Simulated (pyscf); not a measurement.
Single points on ωB97X-D3(BJ)/def2-SVP structures (PySCF, gas phase).

Task: F–N•–F + H₃Si–SiH₃ -> F–NH–F + •H₂Si–SiH₃
Surface: doublet. Broken: H–Si. Formed: H–N. Give ΔE‡ and ΔE from ωB97M-D3(BJ)/def2-TZVP, relative to the separated reactants.

Result: ΔE‡ = 21.8 kcal/mol, ΔE = +14.1 kcal/mol. Zero-point energy shifts the barrier by -0.7 kcal/mol. It is a hydrogen abstraction, with an imaginary mode of 2054i cm⁻¹. This saddle turned up in a search for another step; its sides and bond changes are read from the two ends of the descent. This is the saddle that the search found; another between the same sides may lie lower. The angle at the transferred H is 155°.
